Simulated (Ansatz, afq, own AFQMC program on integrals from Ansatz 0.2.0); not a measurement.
# AlH$_{4}$O, doublet in cc-pVTZ, levels against AFQMC with the constraint released

```xyz
6

Al   -1.0588    0.0202    0.0000
H    -1.8518    1.3935    0.0000
H    -1.8518   -1.3532    0.0000
H     0.5270    0.0202    0.0000
O     1.8532    0.0202    0.0000
H     2.1050   -0.9198    0.0000
```

Connectivity, by distances: AlH3 ··· OH.

Basis cc-pVTZ. Noble-gas cores (and the filled d shells of Ga–Kr and In–Xe) are frozen. Integrals, coupled cluster, full CI and functionals: Ansatz 0.2.0; the random walks run on the same integrals in our own AFQMC program. The CISD trial takes its coefficients from CCSD amplitudes. Released means that phaseless walkers are propagated on without the constraint, phases kept. Uncertainties: one standard error, sampling alone.

Determinant: UHF, the one that the program's search chose, which needn't be the lowest solution. The geometry is a point of a scan.

No full CI on the walks' own integrals is used here. The released AFQMC energy serves as the reference, which it does only where one determinant dominates, the energy is flat over the last release times and near the phaseless one (40 meV or 2 meV an electron, half that with transition metals). On small molecules, where full CI could be run and the noise was under 10 meV, such values lay within 10 meV of it in 19 cases of 20, a flattering rate, since the rule was set on those same cases; what remains of the bias isn't in the error bar.

Cautions: the released value is read at 1.62 1/Eh, later times being too noisy (meV from the phaseless value at times in 1/Eh: -13 ± 5 at 0.24, -19 ± 8 at 0.51, -28 ± 6 at 0.99, -23 ± 7 at 1.62, -26 ± 13 at 2.40).

The T1 diagnostic is 0.0277, the weight of the determinant in the CISD state is 0.862 and the ⟨S²⟩ of the determinant is 0.781. The size of the correlated space is 13 electrons in 114 orbitals.

```
  level  correlation energy (eV)
    MP2                  -8.9629
   CCSD                  -9.8844
CCSD(T)                 -10.1793
```

Estimate where AFQMC with the constraint released lies against CCSD(T) on the same integrals.

4.1 ± 0.7 kJ/mol below CCSD(T).

Reference: AFQMC with the constraint released, correlation energy -10.222 ± 0.007 eV.

```tsv
level	E − E(reference) (kJ/mol)	share of correlation (%)
CCSD(T)	4.1 ± 0.7	99.58
ph-AFQMC/CISD	2.2 ± 0.8	99.77
```

A walk keeps the symmetry of its determinant, which the program's search chose and which needn't be the lowest solution, so a lower state of the same spin and another symmetry isn't excluded. Released energies are given only where the last usable release times agree within the noise; a slower fall can still hide under it.
